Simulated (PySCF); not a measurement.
Magnetic susceptibility: SMILES c1c[n-]cn1, [C3H3N2]-, charge -1

Molfile (atoms numbered from 1):
```
C3H3N2
     RDKit          3D

  8  8  0  0  0  0  0  0  0  0999 V2000
   -0.6546    0.8313   -0.1843 C   0  0  0  0  0  0  0  0  0  0  0  0
   -0.9742   -0.4745    0.1876 C   0  0  0  0  0  0  0  0  0  0  0  0
    0.1740   -1.1868    0.3494 N   0  0  0  0  0  0  0  0  0  0  0  0
    1.1204   -0.2761    0.0667 C   0  0  0  0  0  0  0  0  0  0  0  0
    0.6983    0.9561   -0.2618 N   0  0  0  0  0  0  0  0  0  0  0  0
   -1.3269    1.6714   -0.3950 H   0  0  0  0  0  0  0  0  0  0  0  0
   -1.9617   -0.9248    0.3421 H   0  0  0  0  0  0  0  0  0  0  0  0
    2.1894   -0.5273    0.1022 H   0  0  0  0  0  0  0  0  0  0  0  0
  1  2  2  0
  2  3  1  0
  3  4  1  0
  4  5  2  0
  5  1  1  0
  1  6  1  0
  2  7  1  0
  4  8  1  0
M  CHG  1   3  -1
M  END
```

Computed with GIAO HF/aug-pcSseg-1 magnetisability, rotational g tensor and spin-rotation constants, non-relativistic, gas phase in PySCF. Geometry: PBE0-D3(BJ)/def2-SVP.

For an ion the centre-of-mass motion in the field is neglected.

(1) What are the magnetisability and the molar susceptibility?

(2) Split it along the inertial axes a, b, c into diamagnetic and paramagnetic parts about the centre of mass, with the quadrupole moment.

(3) And the rotational g tensor?

Answers

(1) Isotropic -781 × 10⁻³⁰ J/T², or -47.0 × 10⁻⁶ cm³/mol; principal values -1345, -538, -459 × 10⁻³⁰ J/T², anisotropy 850 × 10⁻³⁰ J/T² (root of half the summed squared differences of the principal values). The susceptibility is in cgs units.

(2) 
| axis | χ (10⁻⁶ cm³/mol) | diamagnetic (10⁻⁶ cm³/mol) | paramagnetic (10⁻⁶ cm³/mol) | summed x² of all electrons (Å²) | quadrupole Θ (D Å) |
| --- | --- | --- | --- | --- | --- |
| a | -27.6 | -188.4 | 160.8 | 37.1 | -8.68 |
| b | -32.4 | -189.6 | 157.2 | 36.8 | +6.45 |
| c | -81.0 | -313.7 | 232.7 | 7.6 | +2.23 |

Anisotropies 2χaa − χbb − χcc = +58.2 and 2χbb − χaa − χcc = +43.9 × 10⁻⁶ cm³/mol. Θ is traceless in Buckingham's convention.

(3) 
| axis | rotational constant (GHz) | g | nuclear part | electronic part |
| --- | --- | --- | --- | --- |
| a | 10.3521 | -0.1662 | 0.6159 | -0.7821 |
| b | 9.6743 | -0.1741 | 0.5403 | -0.7145 |
| c | 5.0009 | +0.0301 | 0.5768 | -0.5467 |

Asymmetric top; isotopes 12C, 1H, 14N; no vibrational averaging.
